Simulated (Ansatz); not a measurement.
## Ansatz (development build ahead of 0.2.0) run

```yaml
crystal:
  periodic: [false, false, false]
  atoms:
    - { symbol: O, position_ang: [0.0, -0.34313, -1.91406] }
    - { symbol: H, position_ang: [0.0, -0.43181, -0.91996] }
    - { symbol: Cl, position_ang: [0.0, 0.1504, 1.06897] }
    - { symbol: H, position_ang: [0.0, 0.62001, -1.94007] }
basis:
  gaussian: { orbitals: cc-pVDZ }
total_charge: -1
hamiltonian:
  xc: hf
correlation:
  method: mp2
  frozen_orbitals: { Cl: 5, H: 0, O: 1 }
```

The input is written out in the form of the current development build from the run's settings.

Output:

- Converged: yes
- Reference energy: -535.59032 hartree
- Correlation energy: -0.34291 hartree
- Total energy: -535.93323 hartree
- Spin squared of the determinant: 0.000

Caution: no diffuse functions for an anion.
